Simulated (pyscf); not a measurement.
silylamine (H₂N–SiH₃) + hydrogen fluoride (HF) → F–SiH₃ + ammonia (NH₃), a four-centre exchange (singlet surface; N–Si, F–H broken, F–Si, H–N formed). Single points on ωB97X-D3(BJ)/def2-SVP structures (PySCF, gas phase). Correlated levels are frozen-core, on RHF or UHF. ΔMP2 is the change of the MP2 total energy from the triple- to the quadruple-zeta basis. Energies in kJ/mol from the separated reactants.

Small-basis levels: PySCF, no dispersion term, spherical d functions. 

Problem. Quick SVWN5/6-31G* single points give ΔE‡ = -75.5 kJ/mol and ΔE = -108.3 kJ/mol. What does CCSD(T)/def2-TZVPP + ΔMP2(QZVPP) give, and how far is the quick result from it?

Solution. CCSD(T)/def2-TZVPP + ΔMP2(QZVPP) gives ΔE‡ = 37.4 kJ/mol and ΔE = -84.4 kJ/mol. SVWN5/6-31G* lies 112.9 kJ/mol under it in the barrier and 23.9 kJ/mol under it in the reaction energy, so on this step it does not hold to within 12.6 kJ/mol. At SVWN5/6-31G* this geometry lies under one side, so its ΔE‡ may be no barrier of that level. CCSD(T)/def2-TZVPP + ΔMP2(QZVPP) has limits of its own. On the reactant side the descent ends in a bound adduct, 44.3 kJ/mol under the separated species and 66.7 kJ/mol under the saddle at ωB97X-D3(BJ)/def2-TZVP. On the product side the descent ends in a complex (not fully relaxed), 17.6 kJ/mol under the separated species and 125.3 kJ/mol under the saddle at ωB97X-D3(BJ)/def2-TZVP. At ωB97X-D3(BJ) the barrier from the zero used here is 22.4 kJ/mol. This is the saddle that the search found; another between the same sides may lie lower. The CCSD(T) − MP2 part came from Ansatz, without density fitting, on the same reference.
